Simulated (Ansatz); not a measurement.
Geometry optimisation, RKS LDA/def2-SVP (Ansatz 0.2.0).

The input (input.yaml):

```yaml
crystal:
  periodic: [false, false, false]
  atoms:
    - { symbol: Al, position_ang: [0.311035, -0.00334, -0.056481] }
    - { symbol: O, position_ang: [0.813755, -0.136894, 1.596525] }
    - { symbol: H, position_ang: [0.24122, -0.230786, 2.379904] }
    - { symbol: H, position_ang: [1.816937, 0.097131, -0.415539] }
    - { symbol: H, position_ang: [-1.156846, -0.00751, -0.687009] }
basis:
  gaussian: { orbitals: def2-SVP }
hamiltonian:
  xc: lda
relax:
  f_tol: 0.03
  max_steps: 50
output:
  orbitals: {}
```

Command:

```bash
$ ansatz run input.yaml --threads 1 --pin off --max-ram 2048MiB --backend cpu --events-out ev --progress --plain --runs-dir out
```

Question: Where does it end, and by what steps?

Answer: It converged. After 5 steps the energy has fallen by 0.424 eV; H4 moved furthest, 0.39 Å.

```tsv
step	energy less start (eV)	largest force component (eV/Å)	accepted
0	0.0000	1.295	yes
1	-0.3032	0.844	yes
2	-0.4127	0.371	yes
3	-0.4177	0.299	yes
4	-0.4237	0.047	yes
5	-0.4240	0.003	yes
```

```xyz
5
Properties=species:S:1:pos:R:3
Al 0.473 -0.005 0.048
O 0.724 -0.151 1.723
H 0.033 -0.243 2.398
H 1.810 0.132 -0.805
H -1.014 -0.014 -0.547
```

Time of the run: 4.1 s on 1 thread of Arm Neoverse V1, on a shared host, peak memory 0.1 GiB.
